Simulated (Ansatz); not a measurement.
Fe5Co3: computed properties

Theory: Ansatz 0.2.0, DFT PBE, scalar-relativistic, plane waves, PAW.

Plane waves to 420 eV, a k mesh through Γ of 10×10×10 on the computed 8-atom cell and Gaussian smearing (0.10 eV); collinear spin from starting moments 2.7 3.02 3.02 3.02 3.02 2 2 2 μB.

The structure is relaxed at this level of theory with its symmetry kept. Whether it is the stable form of this composition wasn't checked.

```cif
data_structure
_symmetry_space_group_name_H-M 'P 1'
_symmetry_Int_Tables_number 1
_cell_length_a 4.9313
_cell_length_b 4.9313
_cell_length_c 4.9313
_cell_angle_alpha 109.471
_cell_angle_beta 109.471
_cell_angle_gamma 109.471
_cell_volume 92.31
loop_
_atom_site_label
_atom_site_type_symbol
_atom_site_fract_x
_atom_site_fract_y
_atom_site_fract_z
_atom_site_occupancy
Fe1 Fe 0.00000 0.00000 0.00000 1
Fe2 Fe 0.00000 0.00000 0.50000 1
Fe3 Fe 0.00000 0.50000 0.00000 1
Fe4 Fe 0.50000 0.00000 0.00000 1
Fe5 Fe 0.50000 0.50000 0.50000 1
Co1 Co 0.00000 0.50000 0.50000 1
Co2 Co 0.50000 0.50000 0.00000 1
Co3 Co 0.50000 0.00000 0.50000 1
```

| Item | Value |
| --- | --- |
| Space group | Im-3m (No. 229) |
| Volume per atom | 11.54 Å³ |
| Formation energy from the elements' standard states (uncorrected) | -0.067 eV/atom |
| Kohn–Sham band gap | none (metal) |
| Density of states at the Fermi level | 2.82 states/eV per cell |
| Löwdin character within 0.5 eV of the Fermi level | Fe 3d 60 %, Co 3d 27 %, unprojected 5 % |
| Bulk modulus | 198 GPa |
| Its pressure derivative | 4.5 |
| Bader charges (e) | Fe (1 in the cell) -0.01, Fe (4 in the cell) 0.16, Co (3 in the cell) -0.21 |
| Total moment | 18.45 μB per cell |
| Site moments (μB; atoms counted from 1 over the whole cell) | Fe (atom 1) 2.45, Fe (atom 2) 2.75, Fe (atom 3) 2.75, Fe (atom 4) 2.75, Fe (atom 5) 2.75, Co (atom 6) 1.82, Co (atom 7) 1.82, Co (atom 8) 1.82 |

Only this magnetic start was tried.

Cost: 9 runs of about 31 core-minutes in all, on AMD EPYC (Zen 3) (shared hosts).